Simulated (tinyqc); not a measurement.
Worked calculation: MP2 on RHF in the sto-3g basis, frozen core, for H2O, spin multiplicity 1. One step of it, computed by the program tinyqc.

Question. Iteration 1: building the Fock matrix. J_ij = sum D_kl (ij|kl), K_ij = sum D_kl (ik|jl); F = H + J - 0.5 K; E = tr D H + tr D J / 2 - 0.25 tr D K + E_nn.

D at the start:
```
            1O 1s      1O 2s    1O 2px     1O 2py     1O 2pz      2H 1s      3H 1s
1O 1s    2.143156  -0.486104  0.000000   0.000000   0.017048  -0.017640  -0.017640
1O 2s   -0.486104   2.078594  0.000000   0.000000  -0.089092   0.040565   0.040565
1O 2px   0.000000   0.000000  1.308346   0.000000   0.000000   0.000000   0.000000
1O 2py   0.000000   0.000000  0.000000   1.141970   0.000000   0.119998  -0.119998
1O 2pz   0.017048  -0.089092  0.000000   0.000000   1.241481   0.053179   0.053179
2H 1s   -0.017640   0.040565  0.000000   0.119998   0.053179   1.002390   0.068417
3H 1s   -0.017640   0.040565  0.000000  -0.119998   0.053179   0.068417   1.002390
```

core Hamiltonian H = T + V (hartree):
```
             1O 1s      1O 2s     1O 2px     1O 2py     1O 2pz      2H 1s      3H 1s
1O 1s   -32.734439  -7.616006   0.000000   0.000000  -0.018131  -1.798697  -1.798697
1O 2s    -7.616006  -9.347041   0.000000   0.000000  -0.212328  -3.810851  -3.810851
1O 2px    0.000000   0.000000  -7.467634   0.000000   0.000000   0.000000   0.000000
1O 2py    0.000000   0.000000   0.000000  -7.641006   0.000000  -2.138521   2.138521
1O 2pz   -0.018131  -0.212328   0.000000   0.000000  -7.551063  -1.550160  -1.550160
2H 1s    -1.798697  -3.810851   0.000000  -2.138521  -1.550160  -5.112446  -1.545398
3H 1s    -1.798697  -3.810851   0.000000   2.138521  -1.550160  -1.545398  -5.112446
```

Two-electron integrals (ij|kl) in chemists' order, unique and non-zero (hartree):
```
(11|11) 4.785065    (21|11) 0.741380    (21|21) 0.136873    (22|11) 1.118947
(22|21) 0.256633    (22|22) 0.817206    (31|31) 0.024477    (32|31) 0.037809
(32|32) 0.180518    (33|11) 1.115814    (33|21) 0.256684    (33|22) 0.817023
(33|33) 0.880159    (41|41) 0.024477    (42|41) 0.037809    (42|42) 0.180518
(43|43) 0.047444    (44|11) 1.115814    (44|21) 0.256684    (44|22) 0.817023
(44|33) 0.785270    (44|44) 0.880159    (51|51) 0.024477    (52|51) 0.037809
(52|52) 0.180518    (53|53) 0.047444    (54|54) 0.047444    (55|11) 1.115814
(55|21) 0.256684    (55|22) 0.817023    (55|33) 0.785270    (55|44) 0.785270
(55|55) 0.880159    (61|11) 0.176629    (61|21) 0.032315    (61|22) 0.060139
(61|33) 0.060026    (61|41) 0.001219    (61|42) 0.002274    (61|44) 0.060260
(61|51) 0.000846    (61|52) 0.001578    (61|54) 0.000163    (61|55) 0.060139
(61|61) 0.007728    (62|11) 0.411743    (62|21) 0.095538    (62|22) 0.334735
(62|33) 0.329205    (62|41) 0.005862    (62|42) 0.043992    (62|44) 0.340195
(62|51) 0.004066    (62|52) 0.030517    (62|54) 0.007624    (62|55) 0.334493
(62|61) 0.022961    (62|62) 0.166994    (63|31) 0.010212    (63|32) 0.058657
(63|43) 0.009238    (63|53) 0.006409    (63|63) 0.024358    (64|11) 0.237232
(64|21) 0.055781    (64|22) 0.208759    (64|33) 0.199198    (64|41) 0.013227
(64|42) 0.084802    (64|44) 0.224411    (64|51) 0.002092    (64|52) 0.018136
(64|54) 0.011082    (64|55) 0.202440    (64|61) 0.014024    (64|62) 0.126505
(64|64) 0.119136    (65|11) 0.164567    (65|21) 0.038695    (65|22) 0.144815
(65|33) 0.138182    (65|41) 0.002092    (65|42) 0.018136    (65|44) 0.142856
(65|51) 0.011663    (65|52) 0.071238    (65|54) 0.012480    (65|55) 0.153248
(65|61) 0.009728    (65|62) 0.087755    (65|64) 0.065747    (65|65) 0.069966
(66|11) 0.537509    (66|21) 0.126748    (66|22) 0.507450    (66|33) 0.486766
(66|41) 0.010460    (66|42) 0.106652    (66|44) 0.528244    (66|51) 0.007256
(66|52) 0.073984    (66|54) 0.028773    (66|55) 0.506726    (66|61) 0.030765
(66|62) 0.312637    (66|64) 0.270618    (66|65) 0.187726    (66|66) 0.774606
(71|11) 0.176629    (71|21) 0.032315    (71|22) 0.060139    (71|33) 0.060026
(71|41) -0.001219   (71|42) -0.002274   (71|44) 0.060260    (71|51) 0.000846
(71|52) 0.001578    (71|54) -0.000163   (71|55) 0.060139    (71|61) 0.007600
(71|62) 0.022191    (71|64) 0.012345    (71|65) 0.009408    (71|66) 0.029338
(71|71) 0.007728    (72|11) 0.411743    (72|21) 0.095538    (72|22) 0.334735
(72|33) 0.329205    (72|41) -0.005862   (72|42) -0.043992   (72|44) 0.340195
(72|51) 0.004066    (72|52) 0.030517    (72|54) -0.007624   (72|55) 0.334493
(72|61) 0.022191    (72|62) 0.135241    (72|64) 0.070489    (72|65) 0.069043
(72|66) 0.208200    (72|71) 0.022961    (72|72) 0.166994    (73|31) 0.010212
(73|32) 0.058657    (73|43) -0.009238   (73|53) 0.006409    (73|63) 0.019062
(73|73) 0.024358    (74|11) -0.237232   (74|21) -0.055781   (74|22) -0.208759
(74|33) -0.199198   (74|41) 0.013227    (74|42) 0.084802    (74|44) -0.224411
(74|51) -0.002092   (74|52) -0.018136   (74|54) 0.011082    (74|55) -0.202440
(74|61) -0.012345   (74|62) -0.070489   (74|64) -0.018144   (74|65) -0.035149
(74|66) -0.095494   (74|71) -0.014024   (74|72) -0.126505   (74|74) 0.119136
(75|11) 0.164567    (75|21) 0.038695    (75|22) 0.144815    (75|33) 0.138182
(75|41) -0.002092   (75|42) -0.018136   (75|44) 0.142856    (75|51) 0.011663
(75|52) 0.071238    (75|54) -0.012480   (75|55) 0.153248    (75|61) 0.009408
(75|62) 0.069043    (75|64) 0.035149    (75|65) 0.053766    (75|66) 0.116532
(75|71) 0.009728    (75|72) 0.087755    (75|74) -0.065747   (75|75) 0.069966
(76|11) 0.155311    (76|21) 0.036323    (76|22) 0.136768    (76|33) 0.133848
(76|44) 0.136775    (76|51) 0.002497    (76|52) 0.021747    (76|55) 0.139538
(76|61) 0.008625    (76|62) 0.066383    (76|64) 0.043363    (76|65) 0.039218
(76|66) 0.125435    (76|71) 0.008625    (76|72) 0.066383    (76|74) -0.043363
(76|75) 0.039218    (76|76) 0.031651    (77|11) 0.537509    (77|21) 0.126748
(77|22) 0.507450    (77|33) 0.486766    (77|41) -0.010460   (77|42) -0.106652
(77|44) 0.528244    (77|51) 0.007256    (77|52) 0.073984    (77|54) -0.028773
(77|55) 0.506726    (77|61) 0.029338    (77|62) 0.208200    (77|64) 0.095494
(77|65) 0.116532    (77|66) 0.334910    (77|71) 0.030765    (77|72) 0.312637
(77|74) -0.270618   (77|75) 0.187726    (77|76) 0.125435    (77|77) 0.774606
```

nuclear repulsion = 9.29400120 hartree

Give: Coulomb J; exchange K; Fock matrix F; total energy of this density.

Answer.

Coulomb J (hartree):
```
          1O 1s   1O 2s  1O 2px   1O 2py  1O 2pz   2H 1s    3H 1s
1O 1s   17.2816  3.2442  0.0000   0.0000  0.0131  0.7668   0.7668
1O 2s    3.2442  8.0806  0.0000   0.0000  0.1491  3.3325   3.3325
1O 2px   0.0000  0.0000  8.0316   0.0000  0.0000  0.0000   0.0000
1O 2py   0.0000  0.0000  0.0000   8.1143  0.0000  2.0848  -2.0848
1O 2pz   0.0131  0.1491  0.0000   0.0000  8.0717  1.4977   1.4977
2H 1s    0.7668  3.3325  0.0000   2.0848  1.4977  5.2295   1.3777
3H 1s    0.7668  3.3325  0.0000  -2.0848  1.4977  1.3777   5.2295
```

exchange K (hartree):
```
         1O 1s   1O 2s  1O 2px   1O 2py  1O 2pz   2H 1s    3H 1s
1O 1s   9.9193  1.7000  0.0000   0.0000  0.0196  0.4443   0.4443
1O 2s   1.7000  2.8374  0.0000   0.0000  0.1636  1.4028   1.4028
1O 2px  0.0000  0.0000  1.7216   0.0000  0.0000  0.0000   0.0000
1O 2py  0.0000  0.0000  0.0000   1.8763  0.0000  0.6689  -0.6689
1O 2pz  0.0196  0.1636  0.0000   0.0000  1.7968  0.5348   0.5348
2H 1s   0.4443  1.4028  0.0000   0.6689  0.5348  1.5142   0.6364
3H 1s   0.4443  1.4028  0.0000  -0.6689  0.5348  0.6364   1.5142
```

Fock matrix F (hartree):
```
           1O 1s    1O 2s   1O 2px   1O 2py   1O 2pz    2H 1s    3H 1s
1O 1s   -20.4125  -5.2218   0.0000   0.0000  -0.0149  -1.2540  -1.2540
1O 2s    -5.2218  -2.6851   0.0000   0.0000  -0.1450  -1.1797  -1.1797
1O 2px    0.0000   0.0000  -0.2968   0.0000   0.0000   0.0000   0.0000
1O 2py    0.0000   0.0000   0.0000  -0.4649   0.0000  -0.3882   0.3882
1O 2pz   -0.0149  -0.1450   0.0000   0.0000  -0.3778  -0.3198  -0.3198
2H 1s    -1.2540  -1.1797   0.0000  -0.3882  -0.3198  -0.6401  -0.4859
3H 1s    -1.2540  -1.1797   0.0000   0.3882  -0.3198  -0.4859  -0.6401
```

total energy of this density = -75.527351 hartree

This density is the starting one; it is not idempotent, so its energy is not variational and may lie below the converged one.
